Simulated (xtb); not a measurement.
xtb single point, GFN2-xTB, GBSA implicit methanol, on acetic acid, C2H4O2 (SMILES CC(=O)O), charge 0, multiplicity 1.

```
xtb m.xyz --gfn 2 --chrg 0 --uhf 0 --norestart --sp --gbsa methanol

8

C     -1.287843    -0.311916    -0.249357
C      0.150878     0.117751    -0.252564
O      0.547297     1.250708    -0.243571
O      0.982398    -0.933794    -0.250460
H     -1.599598    -0.460280     0.783256
H     -1.905607     0.463431    -0.692151
H     -1.397293    -1.250708    -0.783256
H      1.905607    -0.636997    -0.230677
```

It prints:

```

          ...................................................
          :                      SETUP                      :
          :.................................................:
          :  # basis functions                  20          :
          :  # atomic orbitals                  20          :
          :  # shells                           12          :
          :  # electrons                        24          :
          :  max. iterations                   250          :
          :  Hamiltonian                  GFN2-xTB          :
          :  restarted?                      false          :
          :  GBSA solvation                   true          :
          :  PC potential                    false          :
          :  electronic temp.          300.0000000     K    :
          :  accuracy                    1.0000000          :
          :  -> integral cutoff          0.2500000E+02      :
          :  -> integral neglect         0.1000000E-07      :
          :  -> SCF convergence          0.1000000E-05 Eh   :
          :  -> wf. convergence          0.1000000E-03 e    :
          :  Broyden damping             0.4000000          :
          :  net charge                          0          :
          :  unpaired electrons                  0          :
          ...................................................

 iter      E             dE          RMSdq      gap      omega  full diag
   1    -14.5673372 -0.145673E+02  0.513E+00    6.29       0.0  T
   2    -14.6035280 -0.361907E-01  0.252E+00    5.10       1.0  T
   3    -14.6051774 -0.164940E-02  0.137E+00    5.44       1.0  T
   4    -14.6065917 -0.141429E-02  0.192E-01    5.23       1.0  T
   5    -14.6066628 -0.710880E-04  0.791E-02    5.28       1.0  T
   6    -14.6066691 -0.628930E-05  0.311E-02    5.26       1.1  T
   7    -14.6066725 -0.340765E-05  0.134E-02    5.27       2.6  T
   8    -14.6066731 -0.683839E-06  0.373E-03    5.27       9.5  T
   9    -14.6066732 -0.630596E-07  0.777E-04    5.27      45.5  T
  10    -14.6066732 -0.109980E-08  0.140E-04    5.27     253.1  T

   *** convergence criteria satisfied after 10 iterations ***

         #    Occupation            Energy/Eh            Energy/eV
      -------------------------------------------------------------
         1        2.0000           -0.7453992             -20.2833
       ...           ...                  ...                  ...
         6        2.0000           -0.5809619             -15.8088
         7        2.0000           -0.5593294             -15.2201
         8        2.0000           -0.4982267             -13.5574
         9        2.0000           -0.4852353             -13.2039
        10        2.0000           -0.4790701             -13.0362
        11        2.0000           -0.4757844             -12.9468
        12        2.0000           -0.4294218             -11.6852 (HOMO)
        13                         -0.2358886              -6.4189 (LUMO)
        14                          0.0701235               1.9082
        15                          0.1658121               4.5120
        16                          0.1666091               4.5337
        17                          0.1932392               5.2583
       ...                                ...                  ...
        20                          0.6453500              17.5609
      -------------------------------------------------------------
                  HL-Gap            0.1935332 Eh            5.2663 eV
             Fermi-level           -0.3326552 Eh           -9.0520 eV


         :::::::::::::::::::::::::::::::::::::::::::::::::::::
         ::                     SUMMARY                     ::
         :::::::::::::::::::::::::::::::::::::::::::::::::::::
         :: total energy             -14.471122152181 Eh    ::
         :: total w/o Gsasa/hb       -14.464484630680 Eh    ::
         :: gradient norm              0.022795856038 Eh/a0 ::
         :: HOMO-LUMO gap              5.266305586144 eV    ::
         ::.................................................::
         :: SCC energy               -14.606672762742 Eh    ::
         :: -> isotropic ES            0.058643997382 Eh    ::
         :: -> anisotropic ES          0.000316251161 Eh    ::
         :: -> anisotropic XC          0.000500636249 Eh    ::
         :: -> dispersion             -0.002770498417 Eh    ::
         :: -> Gsolv                  -0.012852333972 Eh    ::
         ::    -> Gelec               -0.006214812471 Eh    ::
         ::    -> Gsasa               -0.004508506587 Eh    ::
         ::    -> Ghb                 -0.005485944436 Eh    ::
         ::    -> Gshift               0.003356929523 Eh    ::
         :: repulsion energy           0.135550610561 Eh    ::
         :: add. restraining           0.000000000000 Eh    ::
         :: total charge              -0.000000000000 e     ::
         :::::::::::::::::::::::::::::::::::::::::::::::::::::

[... lines cut ...]
         8        2.0000           -0.4982267             -13.5574
         9        2.0000           -0.4852353             -13.2039
        10        2.0000           -0.4790701             -13.0362
        11        2.0000           -0.4757844             -12.9468
        12        2.0000           -0.4294218             -11.6852 (HOMO)
        13                         -0.2358886              -6.4189 (LUMO)
        14                          0.0701235               1.9082
        15                          0.1658121               4.5120
        16                          0.1666091               4.5337
        17                          0.1932392               5.2583
        18                          0.2154235               5.8620
        19                          0.2811369               7.6501
        20                          0.6453500              17.5609
      -------------------------------------------------------------
                  HL-Gap            0.1935332 Eh            5.2663 eV
             Fermi-level           -0.3326552 Eh           -9.0520 eV

     #   Z          covCN         q      C6AA      α(0)
     1   6 C        3.753    -0.164    23.747     6.949
     2   6 C        2.686     0.370    20.726     7.450
     3   8 O        0.856    -0.460    22.922     6.419
     4   8 O        1.660    -0.406    20.955     6.180
     5   1 H        0.925     0.102     1.764     2.077
     6   1 H        0.925     0.086     1.922     2.168
     7   1 H        0.925     0.095     1.833     2.117
     8   1 H        0.804     0.377     0.529     1.143

 Mol. C6AA /au·bohr⁶  :        552.536141
 Mol. C8AA /au·bohr⁸  :      11899.441471
 Mol. α(0) /au        :         34.502739

Wiberg/Mayer (AO) data.
largest (>0.10) Wiberg bond orders for each atom

 ---------------------------------------------------------------------------
     #   Z sym  total        # sym  WBO       # sym  WBO       # sym  WBO
 ---------------------------------------------------------------------------
     1   6 C    3.986 --     2 C    1.002     6 H    0.975     7 H    0.972
                             5 H    0.946
     2   6 C    3.906 --     3 O    1.734     4 O    1.147     1 C    1.002
     3   8 O    2.003 --     2 C    1.734     4 O    0.171
     4   8 O    2.183 --     2 C    1.147     8 H    0.835     3 O    0.171
     5   1 H    0.990 --     1 C    0.946
     6   1 H    0.993 --     1 C    0.975
     7   1 H    0.991 --     1 C    0.972
     8   1 H    0.858 --     4 O    0.835
 ---------------------------------------------------------------------------


molecular dipole:
                 x           y           z       tot (Debye)
 q only:       -0.234      -0.885       0.039
   full:       -0.135      -0.897       0.054       2.310
molecular quadrupole (traceless):
                xx          xy          yy          xz          yz          zz
 q only:        5.835      -1.578      -5.289       0.092       0.565      -0.545
  q+dip:        6.631      -1.637      -6.921      -0.022       0.547       0.290
   full:        6.478      -1.741      -7.220      -0.017       0.542       0.742

           -------------------------------------------------
          | TOTAL ENERGY              -14.471122152181 Eh   |
          | GRADIENT NORM               0.022795856038 Eh/α |
          | HOMO-LUMO GAP               5.266305586144 eV   |
           -------------------------------------------------
```

The total energy is -393.78 eV, -0.31 eV from the same level's vacuum run.
